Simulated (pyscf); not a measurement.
Thermochemistry of product channels of HO–Sn(OH)(OH)–Cl + H• on the doublet surface, in kcal/mol, from ωB97M-D3(BJ)/def2-TZVP energies (ideal gas, 1 atm, RRHO with modes under 100 cm⁻¹ raised to 100, one conformer, R ln 2 for chiral ones without a mode under 150 cm⁻¹). Structures and frequencies: ωB97X-D3(BJ)/def2-SVP in PySCF.

```json
[
 {"products": "HO–Sn•(OH)–OH + HCl", "ΔE": "-18.6", "ΔH(298 K)": "-16.2", "ΔG(298 K)": "-18.6", "ΔG(900 K)": "-22.3"},
 {"products": "HO–SnH(OH)–OH + Cl•", "ΔE": "+12.3", "ΔH(298 K)": "+15.0", "ΔG(298 K)": "+15.1", "ΔG(900 K)": "+16.3"}
]
```

These are energies of the channels, which say nothing of barriers. Left out: orbital degeneracy and the spin-orbit lowering of Cl. Elements past Kr carry the def2 core potentials, without spin-orbit coupling.
